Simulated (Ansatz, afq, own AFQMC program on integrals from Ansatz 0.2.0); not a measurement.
**Where AFQMC and coupled cluster stand for H2F, doublet**

```xyz
3

H     0.0000    0.0000   -0.9603
H     0.0000    0.0000   -0.2153
F     0.0000    0.0000    1.1757
```

Basis cc-pVTZ. Noble-gas cores (and the filled d shells of Ga–Kr and In–Xe) are frozen. Integrals, coupled cluster, full CI and functionals: Ansatz 0.2.0; the random walks run on the same integrals in our own AFQMC program. The CISD trial takes its coefficients from CCSD amplitudes. Released means that phaseless walkers are propagated on without the constraint, phases kept. ± is one standard error of the sampling.

Determinant: UHF, the one that the program's search chose, which needn't be the lowest solution. The geometry is a point of a scan.

No full CI on the walks' own integrals is used here; CCSDT(Q) serves as the reference and is uncertain by about the last step of the cluster series.

Cautions: the released energies are still falling, so no released level is given (meV from the phaseless value at times in 1/Eh: -7.9 ± 2.3 at 0.24, -8 ± 3 at 0.51, -14 ± 3 at 0.99, -18 ± 4 at 1.62, -21 ± 5 at 2.40), though the last usable value meets CCSDT(Q) within the noise.

The T1 diagnostic is 0.0295 and the weight of the determinant in the CISD state is 0.927. The ⟨S²⟩ of the determinant is 0.769. The size of the correlated space is 9 electrons in 57 orbitals.

```tsv
level	correlation energy (eV)
MP2	-6.7069
CCSD	-7.2784
CCSD(T)	-7.4231
```

**Question.** Estimate where phaseless AFQMC with a CISD trial lies against CCSD(T) on the same integrals.

**Answer.** 0.04 ± 0.05 kcal/mol below CCSD(T). The gap is under twice the noise, so this walk alone can't tell the two apart.

Reference: CCSDT(Q), correlation energy -7.439 eV.

| level | E − E(reference) (kcal/mol) | share of correlation (%) |
| --- | --- | --- |
| CCSD(T) | 0.37 | 99.79 |
| CCSDT | 0.12 | 99.93 |
| ph-AFQMC/CISD | 0.33 ± 0.05 | 99.81 |

A walk keeps the symmetry of its determinant, which the program's search chose and which needn't be the lowest solution, so a lower state of the same spin and another symmetry isn't excluded.
